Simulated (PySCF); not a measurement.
**Cost of excited-state runs on SMILES FCl, ClF**

Numbering as in the mapped SMILES `[F:1][Cl:2]`.

PySCF with density fitting, on 1 thread of an Arm Neoverse N1, shared host. Command: `OMP_NUM_THREADS=1 python excited_run.py task.json out`

**Question.** How long does each of these runs take, and how much memory?
- magnetisability and related constants, B3LYP/aug-pcSseg-2; usual settings
- magnetisability and related constants, B97-2/aug-pcSseg-2; usual settings
- magnetisability and related constants, BHandHLYP/aug-pcSseg-2; usual settings
- magnetisability and related constants, CAM-B3LYP/aug-pcSseg-2; usual settings
- magnetisability and related constants, HSE06/aug-pcSseg-2; usual settings
- magnetisability and related constants, PBE0/aug-pcSseg-2; usual settings

**Answer.** 
```tsv
run	level	basis functions	wall time	peak memory (GiB)
magnetisability and related constants	B3LYP/aug-pcSseg-2	111	3.7 s	0.47
magnetisability and related constants	B97-2/aug-pcSseg-2	111	3.6 s	0.47
magnetisability and related constants	BHandHLYP/aug-pcSseg-2	111	3.5 s	0.47
magnetisability and related constants	CAM-B3LYP/aug-pcSseg-2	111	4.6 s	0.49
magnetisability and related constants	HSE06/aug-pcSseg-2	111	6 s	0.48
magnetisability and related constants	PBE0/aug-pcSseg-2	111	3.6 s	0.47
```
Times from a shared host are rough.
